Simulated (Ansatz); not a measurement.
Down a group: vertical spin gaps of H2Ge–N, H2Ge–As

Ansatz 0.2.0, basis cc-pVTZ; geometries are PBE0/def2-TZVP minima. Wave-function levels freeze the cores with the filled d shells of p-block atoms; HF, MP2 and coupled cluster are restricted for singlets and unrestricted otherwise, restricted open-shell where a d shell is frozen, Kohn–Sham unrestricted where that lies lower. The reference is CCSDT(Q) (coupled cluster only where its series has nearly closed). Semilocal and hybrid functionals correlate all electrons outside any core potential and usually lie nearer their basis limit than the reference, so part of their error here is the reference's basis and frozen-core error; RPA and the MP2 part of double hybrids freeze the same cores as the reference. An error is the level's value less the reference. None of these values is a measured one. Energies are electronic, without zero-point terms. No spin–orbit coupling and no scalar relativity. The species are chosen: bound, without strong static correlation by their natural occupations or amplitudes, in their lowest spin state as far as vertical gaps and like structures tell, and with a ladder that closes on the reference, so errors are smaller than for species at large; levels whose determinant breaks symmetry or spin markedly are left out.

```csv
species,bonds (Å),quantity,symmetry of the states,reference,value (eV),error CCSD(T),error CCSDT,error PBE,error r2SCAN,error RPA-PBE
"H2Ge–N, doublet","N–Ge 1.732, Ge–H 1.532, angles at Ge 115/122°","quartet less doublet, vertical",B2 / B2,CCSDT(Q),2.534,-0.028,-0.028,0.084,-0.190,0.001
"H2Ge–As, doublet","Ge–As 2.221, Ge–H 1.537, angles at Ge 111/125°","quartet less doublet, vertical",B2 / B2,CCSDT(Q),1.920,-0.020,-0.015,0.024,-0.145,0.002
```

The reference falls from N to As, by 0.614 eV in all.
